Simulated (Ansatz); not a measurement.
Working through a ladder of basis sets of C2H3B, SMILES B1C=C1

Program: the Python package of Ansatz (0.2.0).

Input file `c2h3b.xyz`:
```text
6

B    -0.79620   -0.00280   -0.20540
C     0.59450   -0.10200   -0.57350
C     0.22560    0.03800    0.77460
H    -1.91300    0.11880   -0.51260
H     1.36120   -0.22700   -1.35320
H     0.57000    0.11100    1.82400
```

Notebook, run cell by cell (the value of a cell's last expression is shown):

**Cell 1**
```python
import warnings

import ansatz as az

warnings.simplefilter("ignore", az.DeckWarning)
```

**Cell 2**
```python
system = az.Crystal.molecule_from_extxyz("c2h3b.xyz")
```

**Cell 3**
```python
base = system.calculation().correlation("MP2")
```

**Cell 4**
```python
energies = {}
for basis in ["cc-pVDZ", "cc-pVTZ"]:
    data = base.basis(gaussian=basis).run(threads=1).report
    size = data["n_frozen"] + data["n_occupied"][0] + data["n_virtual"][0]
    energies[basis] = (data["reference_energy_ev"] / 27.211386246, data["free_energy_ev"] / 27.211386246)
    print(f"{basis:14s} {size:4d} orbitals  reference {energies[basis][0]:14.6f} Ha  total {energies[basis][1]:14.6f} Ha")
```
Output:
```text
cc-pVDZ          57 orbitals  reference    -102.097367 Ha  total    -102.428432 Ha
cc-pVTZ         132 orbitals  reference    -102.124636 Ha  total    -102.527992 Ha
```

**Cell 5**
```python
# correlation energy at the basis limit from E(X) = E + A / X^3
small, large = (energies[b][1] - energies[b][0] for b in ("cc-pVDZ", "cc-pVTZ"))
limit = (3 ** 3 * large - 2 ** 3 * small) / (3 ** 3 - 2 ** 3)
print(f"correlation energy: {small:.6f} and {large:.6f} Ha, extrapolated {limit:.6f} Ha")
print(f"share caught by the larger set: {100 * large / limit:.1f} %")
```
Output:
```text
correlation energy: -0.331066 and -0.403357 Ha, extrapolated -0.433795 Ha
share caught by the larger set: 93.0 %
```

Against cc-pVDZ: cc-pVTZ -99.6 mHa. The last step alone is -99.56 mHa.

Caveats:
- The drop along the ladder measures the basis error, and is no property of the molecule.
- The geometry is a force-field or estimated start, not a minimum of this method, and the last set is no limit. Much of the fall in a total is atomic energy, which cancels in bond and reaction energies.
- Inner cores stay frozen, so this is valence correlation.
- An extrapolation from small basis sets is rough.
- It ran for 2.1 s on 1 thread of Arm Neoverse V1 (shared host), peak memory 0.22 GiB.

(Lines on the test bed's own set-up are left out of the output.)
